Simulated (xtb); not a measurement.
AlCl3, quintet, geometry from GFN2-xTB of the parent state (such geometries of metal compounds can be far from the true shape) (a higher spin typed on purpose: for a closed-shell molecule this is an excited state); GFN0-xTB (xtb).

xtb was given this input:
```
$ xtb mol.xyz --gfn 0 --chrg 0 --uhf 4 --json

# file mol.xyz
4

Al     0.00007163    -0.00003268    -0.01168397
Cl     0.01172470     2.02980854    -0.00262734
Cl     1.75194248    -1.02503148     0.01658624
Cl    -1.76372195    -1.00475207    -0.00502410
```

Output, abridged:

```
   ID    Z sym.   atoms
    1   13 Al     1
    2   17 Cl     2-4

           -------------------------------------------------
          |                Calculation Setup                |
           -------------------------------------------------

           -------------------------------------------------
          |                 G F N 0 - x T B                 |
           -------------------------------------------------

          ...................................................
          :                      SETUP                      :
          :.................................................:
          :  # basis functions                  40          :
          :  # atomic orbitals                  36          :
          :  # shells                           12          :
          :  # electrons                        24          :
          :  electronic temp.          300.0000000     K    :
          :  accuracy                    1.0000000          :
          :  -> integral cutoff          0.2500000E+02      :
          :  -> integral neglect         0.1000000E-07      :
          ...................................................

         :::::::::::::::::::::::::::::::::::::::::::::::::::::
         ::                     SUMMARY                     ::
         :::::::::::::::::::::::::::::::::::::::::::::::::::::
         :: total energy             -13.747927139155 Eh    ::
         :: gradient norm              0.118644223332 Eh/a0 ::
         :: HOMO-LUMO gap              1.125568842814 eV    ::
         ::.................................................::
         :: H0 energy                -13.720936939031 Eh    ::
         :: repulsion energy           0.034468758603 Eh    ::
         :: electrostat energy        -0.060206922103 Eh    ::
         :: -> Gsolv                   0.000000000000 Eh    ::
         ::    -> Gsasa                0.000000000000 Eh    ::
         ::    -> Gshift               0.000000000000 Eh    ::
         :: dispersion energy         -0.001252036624 Eh    ::
         :: short-range corr.          0.000000000000 Eh    ::
         :: add. restraining           0.000000000000 Eh    ::
         :: total charge              -0.000000000000 e     ::
         :::::::::::::::::::::::::::::::::::::::::::::::::::::

           -------------------------------------------------
          |                Property Printout                |
[...]
        19                         -0.0727670              -1.9801
        20                         -0.0655734              -1.7843
        21                         -0.0655734              -1.7843
        22                         -0.0647259              -1.7613
        23                         -0.0647259              -1.7613
        24                         -0.0647202              -1.7611
        25                         -0.0639366              -1.7398
       ...                                ...                  ...
        36                          1.4141199              38.4802
      -------------------------------------------------------------
                  HL-Gap            0.0413639 Eh            1.1256 eV
             Fermi-level            0.0000000 Eh            0.0000 eV

     #   Z          covCN         q      C6AA      α(0)
     1  13 Al       2.307     0.400   152.780    25.275
     2  17 Cl       0.769    -0.133   101.194    15.376
     3  17 Cl       0.769    -0.133   101.194    15.376
     4  17 Cl       0.769    -0.133   101.194    15.376

 Mol. C6AA /au·bohr⁶  :       1780.802207
 Mol. C8AA /au·bohr⁸  :      97999.960034
 Mol. α(0) /au        :         71.402700

Wiberg/Mayer (AO) data.
largest (>0.10) Wiberg bond orders for each atom

 ---------------------------------------------------------------------------
     #   Z sym  total        # sym  WBO       # sym  WBO       # sym  WBO
 ---------------------------------------------------------------------------
     1  13 Al   2.720 --     2 Cl   0.907     4 Cl   0.907     3 Cl   0.907
     2  17 Cl   1.345 --     1 Al   0.907     3 Cl   0.219     4 Cl   0.219
     3  17 Cl   1.345 --     1 Al   0.907     2 Cl   0.219     4 Cl   0.219
     4  17 Cl   1.345 --     1 Al   0.907     3 Cl   0.219     2 Cl   0.219
 ---------------------------------------------------------------------------

Topologies differ in total number of bonds
Writing topology from bond orders to xtbtopo.mol

 dipole moment from electron density (au)
     X       Y       Z
  -0.0001   0.0000   0.0169  total (Debye):    0.043

           -------------------------------------------------
          | TOTAL ENERGY              -13.747927139155 Eh   |
          | GRADIENT NORM               0.118644223332 Eh/α |
          | HOMO-LUMO GAP               1.125568842814 eV   |
           -------------------------------------------------

normal termination of xtb
```
